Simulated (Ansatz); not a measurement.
# C4H10O2: the cost of one run

Program: Ansatz 0.2.0. Level of theory: RKS PBE0-D4/def2-SVP. These are calculated values, not measurements.

## 1. The structure to begin with

Bond lengths (14 of 15 bonds, heavy atoms first): C1–O2 1.395 Å, O2–C3 1.422 Å, C3–C4 1.587 Å, C3–O5 1.398 Å, O5–C6 1.442 Å, C1–H7 1.059 Å, C1–H8 1.095 Å, C1–H9 1.161 Å, C3–H10 1.146 Å, C4–H11 1.061 Å, C4–H12 1.107 Å, C4–H13 1.047 Å, C6–H14 1.107 Å, C6–H15 1.073 Å. Angles (14 of 26 angles, heavy atoms first): C1–O2–C3 112.9°, O2–C3–C4 107.8°, O2–C3–O5 112.5°, C4–C3–O5 111.0°, C3–O5–C6 113.8°, O2–C1–H7 110.6°, O2–C1–H8 111.8°, O2–C1–H9 110.1°, O2–C3–H10 107.4°, C4–C3–H10 106.0°, O5–C3–H10 111.9°, C3–C4–H11 108.8°, C3–C4–H12 104.3°, C3–C4–H13 109.7°.

Coordinates:

```xyz
16

C    -1.2268   -1.4540    1.3227
O    -0.3830   -1.5274    0.2143
C     0.2598   -0.2921   -0.0749
C     1.3691   -0.5688   -1.1754
O    -0.6382    0.6894   -0.5050
C    -0.1639    2.0375   -0.3099
H    -1.6844   -2.3915    1.5052
H    -0.7064   -1.0680    2.2050
H    -2.0833   -0.6964    1.1219
H     0.8250    0.0286    0.8685
H     1.9539   -1.3993   -0.8703
H     0.7949   -0.8710   -2.0724
H     1.8488    0.3278   -1.4263
H     0.0183    2.2273    0.7656
H    -0.9454    2.6974   -0.6347
H     0.7386    2.2379   -0.8900
```

## 2. End point A

Input file input.yaml:

```yaml
crystal:
  periodic: [false, false, false]
  atoms:
    - { symbol: C, position_ang: [-1.2268, -1.454, 1.3227] }
    - { symbol: O, position_ang: [-0.383, -1.5274, 0.2143] }
    - { symbol: C, position_ang: [0.2598, -0.2921, -0.0749] }
    - { symbol: C, position_ang: [1.3691, -0.5688, -1.1754] }
    - { symbol: O, position_ang: [-0.6382, 0.6894, -0.505] }
    - { symbol: C, position_ang: [-0.1639, 2.0375, -0.3099] }
    - { symbol: H, position_ang: [-1.6844, -2.3915, 1.5052] }
    - { symbol: H, position_ang: [-0.7064, -1.068, 2.205] }
    - { symbol: H, position_ang: [-2.0833, -0.6964, 1.1219] }
    - { symbol: H, position_ang: [0.825, 0.0286, 0.8685] }
    - { symbol: H, position_ang: [1.9539, -1.3993, -0.8703] }
    - { symbol: H, position_ang: [0.7949, -0.871, -2.0724] }
    - { symbol: H, position_ang: [1.8488, 0.3278, -1.4263] }
    - { symbol: H, position_ang: [0.0183, 2.2273, 0.7656] }
    - { symbol: H, position_ang: [-0.9454, 2.6974, -0.6347] }
    - { symbol: H, position_ang: [0.7386, 2.2379, -0.89] }
basis:
  gaussian: { orbitals: def2-SVP }
hamiltonian:
  xc: pbe0
  dispersion: d4
relax:
  f_tol: 0.015
  max_steps: 40
```

On the command line:

```
ansatz run input.yaml --threads 2 --pin off --max-ram 3072MiB --backend cpu --events-out ev --progress --plain --runs-dir out
```

Q: Estimate wall time and peak memory on 2 threads of Arm Neoverse V2, shared host.

About 27 s, with a peak of 0.36 GiB.
